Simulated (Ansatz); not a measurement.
# BH2+ (triplet): the correlation ladder at angle H2–B1–H3 = 121.0°, aug-cc-pVTZ

How much of the correlation energy of BH2+ (triplet) does each wave-function method recover here?

The runs use Ansatz 0.2.0, Gaussian basis; aug-cc-pVTZ, core rule «outside noble gas», up to 1 orbitals frozen.

To be run: UHF; CCSD(T) on ROHF; CCSD(T) on UHF; BCCD(T) on ROHF; CCSDT(Q) on ROHF; CCSDT(Q) on UHF; CASSCF and NEVPT2, 4 electrons in 6 orbitals; Full CI.

12 further runs of the same task are left out: 2 for a known fault of the program, 7 that didn't finish, 3 set aside as unsound or not needed.

## 1. The system

The geometry derives from a PBE0/def2-TZVP stationary point (not a proven minimum). One angle is set to the value named; bond lengths are kept.

3 atoms, charge 1, spin multiplicity 3.

Atoms are counted from 1 here; the program's logs count them from 0.

Bond lengths: B1–H2 1.291 Å, B1–H3 1.291 Å. Angles: H2–B1–H3 121.0°.

## 2. UHF

in.yaml reads:

```yaml
crystal:
  periodic: [false, false, false]
  atoms:
    - {symbol: B, position_ang: [0.000000, 0.000000, -0.099901]}
    - {symbol: H, position_ang: [0.000000, 1.123526, 0.535760]}
    - {symbol: H, position_ang: [0.000000, -1.123526, 0.535760]}
basis:
  gaussian: {orbitals: aug-cc-pVTZ}
total_charge: 1
magnetization: {spin_polarized: true, initial_magnetization: 2}
hamiltonian: {xc: hf}
output: {orbitals: {seedname: orbitals}}
```

The run is started by

```
$ ansatz run in.yaml --threads 1 --pin off --events-out ev --progress --plain --max-ram 2393MiB
```

Further steps of the session: CCSD(T) on ROHF; CCSD(T) on UHF; BCCD(T) on ROHF; CCSDT(Q) on ROHF; CCSDT(Q) on UHF; CASSCF and NEVPT2, 4 electrons in 6 orbitals; Full CI.

Q: Predict the results of all the runs planned. Wanted: FCI below the RHF energy; RMP2 from FCI; UMP2 from FCI; RCCSD from FCI; RCCSD(T) from FCI; UCCSD(T) from FCI; RCCSDT(Q) from FCI; UCCSDT(Q) from FCI; NEVPT2 valence from FCI.

The runs gave:

```
                         quantity                                                              value
         FCI below the RHF energy                                                         -2.2332 eV
                    RMP2 from FCI                                                       +49.9 kJ/mol
                    UMP2 from FCI                                                       +53.3 kJ/mol
                   RCCSD from FCI                                                        +6.0 kJ/mol
                RCCSD(T) from FCI                                                        +1.3 kJ/mol
                UCCSD(T) from FCI                                                        +1.2 kJ/mol
               RCCSDT(Q) from FCI                                                         0.0 kJ/mol
               UCCSDT(Q) from FCI                                                        -0.1 kJ/mol
          NEVPT2 valence from FCI                                                       +22.8 kJ/mol
levels within 1 kcal/mol (43 meV)  RCCSD(T), UCCSD(T), BCCD(T), RCCSDT, UCCSDT, RCCSDT(Q), UCCSDT(Q)
                    T1 diagnostic                                                              0.027
   effectively unpaired electrons                                                               2.02
```

**Reading.** RCCSD(T) misses by +1.3 kJ/mol, 0.6 % of the correlation energy. One determinant dominates. These misses are within one basis, not against nature; the frozen cores of restricted and unrestricted runs differ, which can shift their rows.
